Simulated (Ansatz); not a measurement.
Input file:

```yaml
crystal:
  periodic: [false, false, false]
  atoms:
    - {symbol: Si, position_ang: [0.084376, 0.005225, -0.005002]}
    - {symbol: O, position_ang: [-0.080498, 0.013599, -1.499409]}
    - {symbol: O, position_ang: [-0.003878, -0.018825, 1.504411]}
basis:
  gaussian: {orbitals: def2-SVP}
magnetization: {spin_polarized: false}
hamiltonian: {xc: {name: r2SCAN}}
correlation: {method: ccsd, electrons: outside_noble_gas}
accuracy: high
scf: {lower_state_search: light}
output: {forces: true}
```

```sh
$ ansatz run in.yaml --threads 1 --pin off --events-out ev --progress --plain --max-ram 2393MiB
```

Task: Roughly how long does this take on 1 thread of Arm Neoverse V2, shared host, and how much host memory?

Result: 11 s wall and 0.17 GiB.

```
789 factors; integrals over basis functions are off by at most 3.9e-9 eV
mean field evaluation 1: about -11949.4656 eV, gradient 8.3e1 eV
mean field evaluation 2: about -11949.4677 eV, gradient 8.3e1 eV
mean field evaluation 4: about -11962.2147 eV, gradient 1.3e1 eV
mean field evaluation 8: about -11962.7401 eV, gradient 2.9e-1 eV
mean field evaluation 16: about -11962.7331 eV, gradient 3.3e-6 eV
mean field evaluation 32: about -11930.7634 eV, gradient 1.2e1 eV
mean field -11962.73309724 eV, -439.6223326919 hartree, gradient 1.5e-8 eV, S^2 0.000000; 2 other end points of the search recorded, 0 dependent functions left out
7 core orbitals not correlated: weight in the atoms' cores, before any rotation towards them, 1.000 or more for the frozen orbitals, at most 0.000 for the correlated occupied ones
reference -11929.01115932 eV, -438.3830743307 hartree; 8, 8 occupied and 31, 31 virtual orbitals, 789 factors
second order -14.00544348 eV of doubles, -0.61583118 eV of singles
cycle   1  -12.17413419 eV  change     2.4e0 eV  update   2.2e-1
cycle   2  -13.10701808 eV  change   -9.3e-1 eV  update   1.3e-1
cycle   3  -13.24263213 eV  change   -1.4e-1 eV  update   1.2e-2
cycle   4  -13.25976909 eV  change   -1.7e-2 eV  update   5.0e-3
cycle   5  -13.26057399 eV  change   -8.0e-4 eV  update   1.5e-3
cycle   6  -13.26219204 eV  change   -1.6e-3 eV  update   7.8e-4
cycle   7  -13.26170528 eV  change    4.9e-4 eV  update   2.7e-4
cycle   8  -13.26155523 eV  change    1.5e-4 eV  update   1.2e-4
cycle   9  -13.26162470 eV  change   -6.9e-5 eV  update   4.2e-5
cycle  10  -13.26162562 eV  change   -9.2e-7 eV  update   1.6e-5
cycle  11  -13.26158774 eV  change    3.8e-5 eV  update   7.5e-6
cycle  12  -13.26160452 eV  change   -1.7e-5 eV  update   3.9e-6
cycle  13  -13.26160565 eV  change   -1.1e-6 eV  update   1.6e-6
cycle  14  -13.26160427 eV  change    1.4e-6 eV  update   5.4e-7
cycle  15  -13.26160509 eV  change   -8.2e-7 eV  update   2.2e-7
cycle  16  -13.26160491 eV  change    1.8e-7 eV  update   1.2e-7
cycle  17  -13.26160497 eV  change   -5.8e-8 eV  update   7.5e-8
cycle  18  -13.26160428 eV  change    7.0e-7 eV  update   1.4e-7
cycle  19  -13.26160425 eV  change    3.0e-8 eV  update   4.9e-8
cycle  20  -13.26160424 eV  change    1.3e-9 eV  update   2.4e-8
cycle  21  -13.26160423 eV  change    2.0e-8 eV  update   1.1e-8
cycle  22  -13.26160423 eV  change   -5.8e-9 eV  update   4.9e-9
cycle  23  -13.26160423 eV  change   -2.2e-9 eV  update   1.8e-9
cycle  24  -13.26160423 eV  change   6.0e-10 eV  update  5.7e-10
the calculation of the forces begins
Total energy: -11942.27276355 eV, -438.8704292972 hartree
Atom 0 at     0.084376     0.005225    -0.005002 Å, force    -0.594176    -0.043323     0.563415 eV/Å
Atom 1 at    -0.080498     0.013599    -1.499409 Å, force     0.260042     0.026559    -0.861561 eV/Å
Atom 2 at    -0.003878    -0.018825     1.504411 Å, force     0.334133     0.016764     0.298146 eV/Å
Dipole moment:     0.146367     0.009057    -0.008085 e Å
```

Forces (eV/Å):
```
Si  -0.594 -0.043  0.563
O    0.260  0.027 -0.862
O    0.334  0.017  0.298
```
